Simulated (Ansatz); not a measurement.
# CH₄BO radical: one species, many methods

An exercise on one series of results from a longer session: the logs are not shown, and one member is left open.

Program: Ansatz 0.2.0, Gaussian basis. Level of theory: functionals in def2-TZVPP, the program's frozen cores in correlated methods. These are calculated values, not measurements.

The runs, in order: LDA (SPW92), PBE-D4, revPBE-D4, BLYP-D4, r2SCAN-D4, B97M-V, PBE0-D4, B3LYP-D4, r2SCANh-D4, r2SCAN0-D4, HSE06-D4, BHLYP-D4, CAM-B3LYP-D4, LC-ωPBE, ωB97X-V, ωB97M-V, B2PLYP, PBE-QIDH; CCSD(T)/def2-SVP; CCSD(T)/def2-TZVPP; CCSD(T)/def2-QZVPP; extrapolation to the limit; RPA on PBE.

## The relaxed structure

An earlier PBE0-D4 in a triple-zeta def2 set relaxation fixed the geometry.

SMILES `CB[O]`, 7 atoms, charge 0, spin multiplicity 2.

Atoms are counted from 1 here; the program's logs count them from 0.

Bond lengths: C1–B2 1.583 Å, C1–H4 1.089 Å, C1–H5 1.093 Å, C1–H6 1.093 Å, B2–O3 1.290 Å, B2–H7 1.219 Å. Angles: B2–C1–H4 112.5°, B2–C1–H5 108.7°, B2–C1–H6 108.7°, H4–C1–H5 109.7°, H4–C1–H6 109.7°, H5–C1–H6 107.3°, C1–B2–O3 125.2°, C1–B2–H7 120.5°, O3–B2–H7 114.3°.

Coordinates:

```xyz
7

C    -0.5823    0.3479   -0.1846
B     0.7227   -0.4637    0.1945
O     1.0569   -1.6083   -0.2981
H    -1.1925   -0.1668   -0.9252
H    -0.2870    1.3283   -0.5670
H    -1.1674    0.5153    0.7233
H     1.5111   -0.0207    1.0115
```

Set-up of the first run:

The input, in.yaml:

```yaml
crystal:
  periodic: [false, false, false]
  atoms:
    - {symbol: C, position_ang: [-0.582345, 0.347918, -0.184612]}
    - {symbol: B, position_ang: [0.722677, -0.463734, 0.194474]}
    - {symbol: O, position_ang: [1.056880, -1.608296, -0.298101]}
    - {symbol: H, position_ang: [-1.192521, -0.166764, -0.925225]}
    - {symbol: H, position_ang: [-0.287036, 1.328336, -0.567013]}
    - {symbol: H, position_ang: [-1.167439, 0.515327, 0.723300]}
    - {symbol: H, position_ang: [1.511084, -0.020688, 1.011478]}
basis:
  gaussian: {orbitals: def2-TZVPP}
magnetization: {spin_polarized: true, initial_magnetization: 1}
hamiltonian: {xc: lda}
output: {orbitals: {seedname: orbitals}}
```

The run is started by

```
$ ansatz run in.yaml --threads 2 --pin off --events-out ev --progress --plain --max-ram 20480MiB --backend cpu
```

Among the steps run: LDA; PBE-D4 (GGA); revPBE-D4 (GGA); BLYP-D4 (GGA); r2SCAN-D4 (meta-GGA); B97M-V (meta-GGA); B3LYP-D4 (hybrid); r2SCANh-D4 (hybrid); r2SCAN0-D4 (hybrid); HSE06-D4 (hybrid); BHLYP-D4 (hybrid); CAM-B3LYP-D4 (range-separated); LC-ωPBE (range-separated); ωB97X-V (range-separated); ωB97M-V (range-separated); B2PLYP (double hybrid); PBE-QIDH (double hybrid).

One of the session's tables, all rows but one given; the rest of the session is left out.

It belongs to the step «Orbital energies across the functionals». 

| functional | HOMO (eV) | LUMO (eV) | gap (eV) |
| --- | --- | --- | --- |
| LDA (SPW92) | -7.14 | -5.88 | 1.26 |
| PBE-D4 | -7.17 | -5.54 | 1.63 |
| revPBE-D4 | -7.13 | -5.44 | 1.69 |
| BLYP-D4 | -7.09 | -5.48 | 1.61 |
| r2SCAN-D4 | -7.67 | -5.07 | 2.60 |
| B97M-V | -7.61 | -5.13 | 2.48 |
| PBE0-D4 | -8.83 | -4.16 | 4.66 |
| B3LYP-D4 | -8.58 | -4.60 | 3.98 |
| r2SCANh-D4 | -8.27 | -4.55 | 3.72 |
| r2SCAN0-D4 | -9.13 | -3.73 | 5.40 |
| HSE06-D4 | -8.42 | -4.56 | 3.86 |
| BHLYP-D4 | -10.31 | -2.60 | 7.70 |
| CAM-B3LYP-D4 | -10.29 | -3.08 | 7.21 |
| LC-ωPBE | ? | ? | ? |
| ωB97X-V | -11.23 | -1.99 | 9.24 |
| ωB97M-V | -11.02 | -2.08 | 8.94 |

Q: Estimate the row for LC-ωPBE from the others.

The run gave: HOMO (eV): -11.64; LUMO (eV): -1.81; gap (eV): 9.83. In the column «HOMO (eV)» it is the lowest.
